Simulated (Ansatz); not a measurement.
Geometry optimisation, Ansatz, RKS PBE0-D4/def2-SVP.

The input (input.yaml):

```yaml
crystal:
  periodic: [false, false, false]
  atoms:
    - { symbol: B, position_ang: [0.0, 0.0, 0.0] }
    - { symbol: H, position_ang: [0.869, 0.0, 1.0849] }
    - { symbol: H, position_ang: [1.374, 0.0, 0.2102] }
    - { symbol: F, position_ang: [-1.1431, 0.0, -0.66] }
basis:
  gaussian: { orbitals: def2-SVP }
hamiltonian:
  xc: pbe0
  dispersion: d4
relax:
  f_tol: 0.15
  max_steps: 25
  restrain:
    - { distance: [1, 2], at: 1.86, k: 30.0 }
    - { distance: [0, 1], at: 1.19, k: 30.0 }
    - { distance: [0, 2], at: 1.19, k: 30.0 }
```

Run as:

```bash
$ ansatz run input.yaml --threads 1 --pin off --max-ram 2048MiB --backend cpu --events-out ev --progress --plain --runs-dir out
```

Where does it end, and by what steps?

It converged. The restraints hold the end off the free minimum. After 5 steps the energy has fallen by 5.045 eV (the restraints' own energy left out); H2 moved furthest, 0.55 Å.

```
step  energy less start (eV)  largest force component (eV/Å)  accepted
   0                  0.0000                           5.958       yes
   1                 -2.3684                           4.156       yes
   2                 -4.0818                           2.587       yes
   3                 -4.8359                           2.505       yes
   4                 -5.0300                           1.241       yes
   5                 -5.0453                           1.250       yes
```

```xyz
4
Properties=species:S:1:pos:R:3
B 0.262 0.000 0.151
H 0.376 0.000 1.323
H 1.334 0.000 -0.336
F -0.872 0.000 -0.503
```

The run took 2.1 s on 1 thread of Intel(R) Xeon(R) 6975P-C (Granite Rapids) (shared host), peak memory 0.11 GiB.
